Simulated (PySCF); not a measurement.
# input.py for AlO⁻

The script input.py:

```python
from pyscf import gto, dft

mol = gto.M(
    atom='Al 0 0 0; O 0 0 1.621',
    basis='jorge-dzp',
    charge=-1,
    spin=0,
    symmetry=True,
    verbose=4,
)
mf = dft.RKS(mol, xc='b3lyp5')
mf = mf.density_fit(auxbasis='def2-universal-jkfit')
mf.kernel()
mf.analyze()
print('orbital energies (hartree):', mf.mo_energy[..., max(0, mol.nelec[1]-3):mol.nelec[0]+3].round(4))
```

```bash
$ python input.py
```

It prints (some set-up lines and the per-cycle HOMO/LUMO lines with their warnings removed):

```
PySCF version 2.14.0

[INPUT] verbose = 4
[INPUT] num. atoms = 2
[INPUT] num. electrons = 22
[INPUT] charge = -1
[INPUT] spin (= nelec alpha-beta = 2S) = 0
[INPUT] symmetry True subgroup None
[INPUT] Mole.unit = angstrom
[INPUT] Symbol           X                Y                Z      unit          X                Y                Z       unit  Magmom
[INPUT]  1 Al     0.000000000000   0.000000000000   0.000000000000 AA    0.000000000000   0.000000000000   0.000000000000 Bohr   0.0
[INPUT]  2 O      0.000000000000   0.000000000000   1.621000000000 AA    0.000000000000   0.000000000000   3.063246047920 Bohr   0.0

nuclear repulsion = 33.9509129769772
point group symmetry = Coov
symmetry origin: [0.         0.         1.16695088]
symmetry axis x: [1. 0. 0.]
symmetry axis y: [0. 1. 0.]
symmetry axis z: [0. 0. 1.]
num. orbitals of irrep A1 = 19
num. orbitals of irrep E1x = 8
num. orbitals of irrep E1y = 8
num. orbitals of irrep E2x = 2
num. orbitals of irrep E2y = 2
number of shells = 19
number of NR pGTOs = 73
number of NR cGTOs = 39
basis = jorge-dzp
ecp = {}

******** <class 'pyscf.df.df_jk.DFSymAdaptedRKS'> ********
method = DFSymAdaptedRKS
initial guess = minao
damping factor = 0
level_shift factor = 0
DIIS = <class 'pyscf.scf.diis.CDIIS'>
diis_start_cycle = 1
diis_space = 8
diis_damp = 0
SCF conv_tol = 1e-09
SCF conv_tol_grad = None
SCF max_cycles = 50
direct_scf = False
XC library pyscf.dft.libxc version 7.0.0
    S. Lehtola, C. Steigemann, M. J.T. Oliveira, and M. A.L. Marques.,  SoftwareX 7, 1–5 (2018)
XC functionals = b3lyp5
    P. A. M. Dirac.,  Math. Proc. Cambridge Philos. Soc. 26, 376 (1930)
    F. Bloch.,  Z. Phys. 57, 545 (1929)
    A. D. Becke.,  Phys. Rev. A 38, 3098 (1988)
    C. Lee, W. Yang, and R. G. Parr.,  Phys. Rev. B 37, 785 (1988)
    B. Miehlich, A. Savin, H. Stoll, and H. Preuss.,  Chem. Phys. Lett. 157, 200 (1989)
    S. H. Vosko, L. Wilk, and M. Nusair.,  Can. J. Phys. 58, 1200 (1980)
radial grids:
    Treutler-Ahlrichs [JCP 102, 346 (1995); DOI:10.1063/1.469408] (M4) radial grids

becke partition: Becke, JCP 88, 2547 (1988); DOI:10.1063/1.454033
pruning grids: <function nwchem_prune>
grids dens level: 3
symmetrized grids: True
atomic radii adjust function: <function treutler_atomic_radii_adjust>
small_rho_cutoff = 0
Freeze 0 electrons in irreps []
    22 free electrons in irreps A1 E1x E1y E2x E2y
Set gradient conv threshold to 3.16228e-05
Initial guess from minao.
tot grids = 33264
******** <class 'pyscf.df.df.DF'> ********
auxbasis = def2-universal-jkfit
init E= -317.544125013818
cycle= 1 E= -317.272228109507  delta_E= 0.272  |g|= 1.21  |ddm|=  1.4
cycle= 2 E= -310.874076382613  delta_E=  6.4  |g|= 3.27  |ddm|= 5.82
cycle= 3 E= -317.57491479301  delta_E= -6.7  |g|= 0.41  |ddm|= 5.67
cycle= 4 E= -317.639227805544  delta_E= -0.0643  |g|= 0.123  |ddm|= 0.754
cycle= 5 E= -317.644354589906  delta_E= -0.00513  |g|= 0.0548  |ddm|= 0.201
cycle= 6 E= -317.644815447053  delta_E= -0.000461  |g|= 0.035  |ddm|= 0.037
cycle= 7 E= -317.6450900293  delta_E= -0.000275  |g|= 0.0125  |ddm|= 0.0195
cycle= 8 E= -317.645128838878  delta_E= -3.88e-05  |g|= 0.000855  |ddm|= 0.00935
cycle= 9 E= -317.645129023061  delta_E= -1.84e-07  |g|= 8.35e-05  |ddm|= 0.000986
cycle= 10 E= -317.645129024715  delta_E= -1.65e-09  |g|= 5.29e-06  |ddm|= 6.86e-05
cycle= 11 E= -317.645129024722  delta_E= -7.05e-12  |g|= 5.39e-07  |ddm|= 1.19e-05
Extra cycle  E= -317.645129024722  delta_E=    0  |g|= 1.74e-06  |ddm|= 2.08e-06
converged SCF energy = -317.645129024722
**** SCF Summaries ****
Total Energy =                        -317.645129024722451
Nuclear Repulsion Energy =              33.950912976977179
One-electron Energy =                 -514.511642374949133
Two-electron Energy =                  162.915600373249475
Two-electron Coulomb Energy =          190.279724097537809
DFT Exchange-Correlation Energy =      -27.364123724288323
Wave-function symmetry id = 0
**** MO energy ****
MO #1 (A1 #1), energy= -55.7786063245563 occ= 2
MO #2 (A1 #2), energy= -18.8295385921211 occ= 2
MO #3 (A1 #3), energy= -3.86154004767998 occ= 2
MO #4 (E1x #1), energy= -2.4160164764607 occ= 2
MO #5 (E1y #1), energy= -2.4160164764607 occ= 2
MO #6 (A1 #4), energy= -2.41103860136965 occ= 2
MO #7 (A1 #5), energy= -0.60986866005922 occ= 2
MO #8 (A1 #6), energy= -0.0914509916634927 occ= 2
MO #9 (E1x #2), energy= -0.0274414727839321 occ= 2
MO #10 (E1y #2), energy= -0.0274414727839321 occ= 2
MO #11 (A1 #7), energy= 0.00595212014268753 occ= 2
MO #12 (E1x #3), energy= 0.175021095941376 occ= 0
MO #13 (E1y #3), energy= 0.175021095941376 occ= 0
MO #14 (A1 #8), energy= 0.239469180474543 occ= 0
[25 lines left out]
 ** Mulliken pop on meta-lowdin orthogonal AOs  **
 ** Mulliken pop  **
pop of  0 Al 1s           1.99994
pop of  0 Al 2s           1.99971
pop of  0 Al 3s           1.69573
pop of  0 Al 4s           0.05853
pop of  0 Al 5s           0.00168
pop of  0 Al 6s           0.00006
pop of  0 Al 7s           0.00035
pop of  0 Al 2px          1.99981
pop of  0 Al 2py          1.99981
pop of  0 Al 2pz          1.99991
pop of  0 Al 3px          0.38086
pop of  0 Al 3py          0.38086
[27 lines left out]
 ** Mulliken atomic charges  **
charge of    0Al =     -0.18116
charge of    1O =     -0.81884

WARN: System has nonzero charge -1; the dipole moment is origin-dependent.
Location of origin: [0. 0. 0.]

Dipole moment(X, Y, Z, Debye):  0.00000,  0.00000, -3.65308
orbital energies (hartree): [-0.0274 -0.0274  0.006   0.175   0.175   0.2395]
```

In short: E(SCF) = -317.645129 Eh, 11 cycles.

Wall time 3 s on one thread of a shared host.

The basis has no diffuse functions, which an anion needs. Stability towards an unrestricted solution was not tested. The bond length is a typed value, not an optimised one. The dipole of an ion depends on the origin.
